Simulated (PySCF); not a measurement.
CH, SMILES [CH] (connectivity only; charge and spin as stated), charge +1, multiplicity 1. Geometry: B3LYP-D3(BJ)/def2-TZVPD.

Computed with B3LYP-D3(BJ)/def2-TZVPD in PySCF.

Harmonic wavenumbers (cm⁻¹): 2798. Rotational constants (GHz): 419.9 (linear); symmetry number 1.

Question: Work out the zero-point energy and the ideal-gas rigid-rotor harmonic-oscillator thermochemistry at 298.15 K and 1 atm.

Answer: ZPE = ½ Σ hcν = ½ × 2798 cm⁻¹ = 16.73 kJ/mol. H − E(el) = 25.41 kJ/mol. Entropy in J/(mol K): translation 140.75, rotation 30.72, vibration 0.00, total 171.47. G − E(el) = -25.71 kJ/mol. Cp = 29.10 J/(mol K).
